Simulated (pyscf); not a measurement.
Single points on ωB97X-D3(BJ)/def2-SVP structures (PySCF, gas phase).

Task: Estimate the classical barrier height and the reaction energy of H₃C–Al(CH₃)–F + H• → CH₄ + [H₃C–Al–F]• at r²SCAN/def2-TZVP. The step runs on the doublet surface, breaks Al–C and forms C–H; take the separated reactants as zero.

Result: ΔE‡ = 13.9 kcal/mol, ΔE = -27.7 kcal/mol. ωB97M-D3(BJ)/def2-TZVP gives 23.7 kcal/mol and -24.2 kcal/mol. Zero-point energy shifts the barrier by +2.0 kcal/mol. It is a substitution at C, with an imaginary mode of 1712i cm⁻¹. Abstraction by the radical was not located in this set and often lies lower. One saddle was located; it need not be the lowest between these sides. The angle at the attacked C is 162°.
